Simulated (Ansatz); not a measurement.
A made-up structure of CH$_{3}$Si$_{2}$, doublet:

```json
{"atom": "C1", "x (Å)": "0.6615", "y (Å)": "-0.7410", "z (Å)": "0.4315"}
{"atom": "Si2", "x (Å)": "-0.5058", "y (Å)": "0.5179", "z (Å)": "-0.3218"}
{"atom": "Si3", "x (Å)": "1.8542", "y (Å)": "-1.9503", "z (Å)": "1.1895"}
{"atom": "H4", "x (Å)": "0.1288", "y (Å)": "1.7878", "z (Å)": "-0.2909"}
{"atom": "H5", "x (Å)": "-1.7119", "y (Å)": "0.5999", "z (Å)": "0.4231"}
{"atom": "H6", "x (Å)": "-0.7985", "y (Å)": "0.1942", "z (Å)": "-1.6731"}
```

It is relaxed with PBE-D4/def2-SVP and then PBE0-D4/def2-TZVP (Ansatz 0.2.0). Atoms count as bonded within 1.22 times the sum of their covalent radii (H–H: 0.88 Å). The end point is not checked to be a true minimum.

Q: Does its bonding change? (Judge from chemistry; the calculation decides.)

A: Computed: No: no bond forms or breaks.

Where it ends: The first stage lowers the energy by 0.49 eV in 5 steps. It ends as CH₃Si₂ ([Si][C][SiH3]):
| atom | x (Å) | y (Å) | z (Å) |
| --- | --- | --- | --- |
| C1 | 0.6666 | -0.7468 | 0.4357 |
| Si2 | -0.4764 | 0.4721 | -0.2998 |
| Si3 | 1.7688 | -1.8315 | 1.1281 |
| H4 | 0.2194 | 1.7892 | -0.2517 |
| H5 | -1.7502 | 0.5740 | 0.4621 |
| H6 | -0.7999 | 0.1515 | -1.7161 |

Labels in which every atom is bracketed show which atoms are joined, not bond orders.

For scale, one of the runs: PBE0-D4/def2-TZVP relaxation, 123 basis functions, launched by `ansatz run in.yaml --threads 2 --pin off --events-out ev --progress --plain --max-ram 4352MiB`. Hardware: 2 CPU threads of an Arm Neoverse N1, shared host. Wall time about 79 s.
